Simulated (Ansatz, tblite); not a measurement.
**The cluster W2F2+: rung by rung**

One table from this session's results is given with a row withheld; the runs are named, their logs left out.

Program: Ansatz 0.2.0, Gaussian basis. Level of theory: as each input shows. These are calculated values, not measurements.

Levels to be run: GFN1-xTB, GFN2-xTB, PBE-D4/def2-TZVP, r2SCAN-D4/def2-TZVP, revPBE-D4/def2-TZVP, B2PLYP/def2-TZVP, CAM-B3LYP-D4/def2-TZVP, PBE-QIDH/def2-TZVP, BLYP-D4/def2-TZVP, PBE+5HF/def2-TZVP, PBE+10HF/def2-TZVP, PBE+15HF/def2-TZVP, PBE+35HF/def2-TZVP, PBE+50HF/def2-TZVP, PBE-D4/def2-SVP, PBE0-D4/def2-SVP, CCSD(T)/def2-TZVP, RPA/def2-TZVP.

**The geometry**

The geometry is that of the doublet, from an earlier relaxation (r2SCAN-D4/def2-TZVP). At that level it is the lowest of the isomers that a small search found.

4 atoms, charge 1, spin multiplicity 2.

Bond lengths: W1–W2 2.224 Å, W1–F4 1.824 Å, W2–F3 1.849 Å. Angles: W2–W1–F4 101.6°, W1–W2–F3 104.6°.

W takes a core potential in the def2 sets. No spin-orbit coupling is included. The ion is computed in the gas phase, without counter-ions or solvent.

PBE0-D4/def2-TZVP was run before; its log isn't repeated, and its numbers join the tables.

The first run:

Tight binding, by tblite at 300 K electronic temperature and without a spin-polarisation term:

```python
tblite.interface.Calculator('GFN1-xTB', numbers, positions, charge=1, uhf=1).singlepoint()
```

Tight binding, by tblite at 300 K electronic temperature and without a spin-polarisation term:

```python
tblite.interface.Calculator('GFN2-xTB', numbers, positions, charge=1, uhf=1).singlepoint()
```

start.molden holds the orbitals of an earlier run on this state, given as this run's starting guess.

Contents of in.yaml:

```yaml
crystal:
  periodic: [false, false, false]
  atoms:
    - {symbol: W, position_ang: [-1.086591, 0.057321, 0.329023]}
    - {symbol: W, position_ang: [1.038462, -0.054832, -0.315917]}
    - {symbol: F, position_ang: [2.006997, 0.453065, 1.175263]}
    - {symbol: F, position_ang: [-1.958869, -0.455554, -1.188358]}
basis:
  gaussian: {orbitals: def2-TZVP, initial_orbitals: start.molden}
total_charge: 1
magnetization: {spin_polarized: true, initial_magnetization: 1}
hamiltonian: {xc: pbe, dispersion: d4}
scf: {omitted_lower_state_checks: [starts]}
output: {orbitals: {seedname: orbitals}}
```

Command:

```bash
> ansatz run in.yaml --threads 4 --pin off --events-out ev --progress --plain --max-ram 3916MiB
```

Steps of the session up to this table: PBE-D4/def2-TZVP; r2SCAN-D4/def2-TZVP; revPBE-D4/def2-TZVP; B2PLYP/def2-TZVP; CAM-B3LYP-D4/def2-TZVP; PBE-QIDH/def2-TZVP; BLYP-D4/def2-TZVP; PBE+5HF/def2-TZVP; PBE+10HF/def2-TZVP; PBE+15HF/def2-TZVP; PBE+35HF/def2-TZVP; PBE+50HF/def2-TZVP; PBE-D4/def2-SVP; PBE0-D4/def2-SVP; CCSD(T)/def2-TZVP; RPA/def2-TZVP.

One table of the session follows, with a row left open; its other results are not shown here.

```
                 level  HOMO (eV)  LUMO (eV)  gap (eV)
       PBE-D4/def2-SVP     -10.51      -9.83      0.68
      PBE-D4/def2-TZVP     -10.50      -9.83      0.67
   revPBE-D4/def2-TZVP     -10.41      -9.75      0.67
     BLYP-D4/def2-TZVP     -10.40      -9.70      0.69
   r2SCAN-D4/def2-TZVP     -10.70      -9.81      0.90
      PBE0-D4/def2-SVP     -11.63      -9.06      2.58
     PBE0-D4/def2-TZVP     -11.62      -9.04      2.58
CAM-B3LYP-D4/def2-TZVP     -12.92      -7.75      5.17
     PBE+5HF/def2-TZVP     -10.69      -9.68      1.01
    PBE+10HF/def2-TZVP          ?          ?         ?
    PBE+15HF/def2-TZVP     -11.11      -9.38      1.73
    PBE+35HF/def2-TZVP     -12.18      -8.64      3.54
    PBE+50HF/def2-TZVP     -13.06      -7.99      5.07
```

Estimate the missing values for PBE+10HF/def2-TZVP.

**Answer.** HOMO (eV): -10.89; LUMO (eV): -9.53; gap (eV): 1.36. In the column «HOMO (eV)» it lies between PBE+15HF/def2-TZVP (-11.11) and r2SCAN-D4/def2-TZVP (-10.70).

Limits of these values: Doubts: large T1 diagnostic, spin contamination. Notes on CCSD(T)/def2-TZVP: large T1 diagnostic, spin contamination.
